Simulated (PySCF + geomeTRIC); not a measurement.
Species: CH₄S, SMILES `CS` (charge 0, multiplicity 1).

Task: Give a relaxed geometry from B3LYP-D3(BJ)/def2-TZVP in PySCF + geomeTRIC.

Result: the end point of this relaxation (outside a Z-matrix the atoms follow the SMILES, hydrogens last).
Bonds (Å): C1–S2 1.823, C1–H3 1.089, C1–H4 1.088, C1–H5 1.088, S2–H6 1.343. Angles (°): S2–C1–H3 106.1, S2–C1–H4 111.3, S2–C1–H5 111.3, H3–C1–H4 108.8, H3–C1–H5 108.8, H4–C1–H5 110.3, C1–S2–H6 97.1.
